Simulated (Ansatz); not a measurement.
Process, species as SMILES: N#N (N2) + 3 [H][H] (H2) → 2 N (NH3)
B3LYP-D3(BJ)/def2-TZVP geometries, fixed; electronic energies without zero-point terms.

Core correlation in the energy of full hydrogenation at MP2 with Ansatz (a program for electronic structure), in kcal/mol: frozen core against all electrons. Core-valence sets carry the plain set on hydrogen.

```csv
basis,"functions, most",frozen core
cc-pVDZ,29,-24.47
cc-pCVDZ,36,-24.11
cc-pVTZ,72,-34.74
cc-pCVTZ,86,-33.95
cc-pwCVTZ,86,-33.81
cc-pVQZ,145,-37.77
cc-pwCVQZ,174,-37.43
cc-pCVQZ,174,-37.48
```

How large is the core term in each set?

The largest core-valence set, cc-pCVQZ, gives a core term of -0.45 kcal/mol; the valence set cc-pVQZ, which lacks functions for the core, gives -1.68. By row: cc-pVDZ -0.60, cc-pCVDZ -0.48, cc-pVTZ -2.43, cc-pCVTZ -0.46, cc-pwCVTZ -0.48, cc-pVQZ -1.68, cc-pwCVQZ -0.46, cc-pCVQZ -0.45.
